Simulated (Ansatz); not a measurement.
Cost and result for the atomization energy of C₃H₅ClO (`CO/C=C/Cl`) (10 atoms, 9 bonds).

Cartesian coordinates in Å:
```
C -0.9315 -0.4462 -1.3356
O -0.0808 0.4670 -0.6756
C 0.2069 0.1471 0.6009
C 1.2437 0.6846 1.2307
Cl 1.5630 0.3445 2.8846
H -1.1673 -0.0125 -2.3058
H -0.4380 -1.4127 -1.4817
H -1.8602 -0.5959 -0.7735
H -0.4654 -0.5486 1.0991
H 1.9296 1.3727 0.7569
```

Total charge 0; spin multiplicity 1. The geometry is a stationary point of PBE0-D4/def2-TZVP. It is one conformer, not always the lowest. Program: Ansatz. All runs use 4 threads of an Intel Xeon Platinum 8259CL on a shared host. Times are those of one run each, without the atoms' runs, and a repeat can differ threefold. Electronic energies, without spin–orbit coupling; frozen cores. CCSD(T)/CBS adds CCSD(T) − MP2 in def2-TZVPP to the MP2 limit, and its time is that of the two runs behind it. T1 = 0.012. B3LYP takes the VWN-RPA correlation (the form of Gaussian; ORCA's B3LYP/G).

CCSD(T)/CBS is a level of theory with its own doubt, some kJ/mol a heavy atom from the limit and from the frozen cores, so smaller differences don't rank the functionals.

```
                             level  functions  wall time  atomization (kJ/mol)  difference from CCSD(T)/CBS  per bond
   PBE-D4/def2-TZVPP (with forces)        236        2 s                4012.7                        136.8      15.2
                PBE0-D4/def2-TZVPP        236      2.1 s                3916.8                         40.9       4.5
r2SCAN-D4/def2-TZVPP (with forces)        236      3.3 s                3901.5                         25.6       2.8
 B3LYP-D4/def2-TZVPP (with forces)        236      3.4 s                3879.6                          3.7       0.4
                 B2PLYP/def2-TZVPP        236        4 s                3841.7                        -34.2      -3.8
                ωB97X-V/def2-TZVPP        236      5.5 s                3884.5                          8.6       1.0
  ωB97M-V/def2-TZVPP (with forces)        236      7.5 s                3894.8                         18.9       2.1
                    MP2/def2-QZVPP        448       17 s                3921.1                         45.2       5.0
                CCSD(T)/def2-TZVPP        236       66 s                3774.8                       -101.1     -11.2
                 CCSD(T)/CBS(def2)          –       83 s                3875.9                          0.0       0.0
```

The D4 term adds +27.6 kJ/mol with B3LYP and +14.5 kJ/mol with PBE0; it sums over pairs of atoms, weighted by their polarisabilities, and B3LYP, whose exchange is more repulsive, gets the larger term. From PBE to PBE0 (25 % exact exchange), in def2-TZVPP and without D4, the atomization energy moves by −93.1 kJ/mol: exact exchange takes away binding that semilocal exchange gives to molecules. In def2-TZVPP, CCSD(T) changes the Hartree–Fock value by +1012.2 kJ/mol (the triples alone add +70.4 kJ/mol) and MP2 by +1098.9 kJ/mol; breaking electron pairs costs correlation energy, which Hartree–Fock lacks.
